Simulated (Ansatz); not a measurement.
Coupled-cluster diagnostics for (H3Si)2NH (Si₂NH₇), Ansatz.

Geometry of the singlet (B3LYP-D4/def2-TZVP):

```xyz
10

Si    0.371   -0.133    1.518
H     1.737    0.015    2.076
H    -0.408    1.105    1.739
H    -0.286   -1.245    2.252
N     0.445   -0.402   -0.191
Si   -0.523    0.285   -1.450
H     0.329    0.670   -2.603
H    -1.196    1.479   -0.893
H    -1.559   -0.649   -1.962
H     1.090   -1.124   -0.487
```

Correlated methods freeze 11 core orbitals.

Question: Estimate the CCSD(T) correlation energy, the shares of MP2 and (T), T1 and the reference's ⟨S²⟩ for: charge 0, singlet, own geometry in def2-TZVPP; charge 1, doublet, vertical in def2-TZVPP; and the rough time on 4 threads of AMD EPYC 9R45 on a shared host.

Answer: 
| state | basis | correlation (eV) | MP2 share (%) | (T) share (%) | T1 | ⟨S²⟩ (pure) | wall time |
| --- | --- | --- | --- | --- | --- | --- | --- |
| charge 0, singlet, own geometry | def2-TZVPP | -14.642 | 87.7 | 3.2 | 0.010 | 0.00 (0.00) | 9 s |
| charge 1, doublet, vertical | def2-TZVPP | -13.494 | 84.2 | 3.1 | 0.032 | 0.76 (0.75) | 2.4 min |
Customary marks for T1 are 0.02 (closed shells), 0.045 (open shells) and about 0.05 (3d metals). T1 exceeds 0.02 in 1 of 2 rows and 0.045 in 0; the higher it lies, the less the single-reference result can be trusted.
